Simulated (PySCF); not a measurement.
Compound: C2H6O.
Atom-mapped SMILES: `[CH3:1][CH2:2][OH:3]` (hydrogens: H4, H5, H6 on C1; H7, H8 on C2; H9 on O3)

Computed, not measured: PBE0-D3(BJ)/def2-TZVP geometry optimisation, gas phase (PySCF).

Problem. What internal coordinates does the optimisation give?

Solution. 
| bond | length (pm) |
| --- | --- |
| C1–C2 | 151.3 |
| C2–O3 | 141.3 |
| C1–H4, C1–H5, C1–H6 | 109.3 |
| C2–H7, C2–H8 | 109.6 |
| O3–H9 | 96.0 |

Bonds in one row agree within 1 pm and their mean is given. A selection of angles:
| angle | degrees |
| --- | --- |
| C2–C1–H4 | 110.8 |
| H4–C1–H5 | 107.5 |
| H4–C1–H6 | 108.6 |
| C1–C2–O3 | 112.8 |
| C1–C2–H7 | 110.2 |
| O3–C2–H7 | 110.8 |
| O3–C2–H8 | 105.5 |
| H7–C2–H8 | 107.1 |
| C2–O3–H9 | 108.2 |

Dihedral angles: H9–O3–C2–C1 -59° (synclinal). The mirror-image conformer, all signs reversed, is as good.

Of the pairs four or more bonds apart, H5···H9 is among the closest relative to their van der Waals radii: 2.51 Å, 104 % of the sum of Bondi's values. O3 (alcohol oxygen) is bent (angle 108.2°).

No PBE0-D3(BJ)/def2-TZVP frequencies stand behind this structure, so it isn't proved a minimum. One conformer, not necessarily the lowest (C1–C2–O3–H -59°).
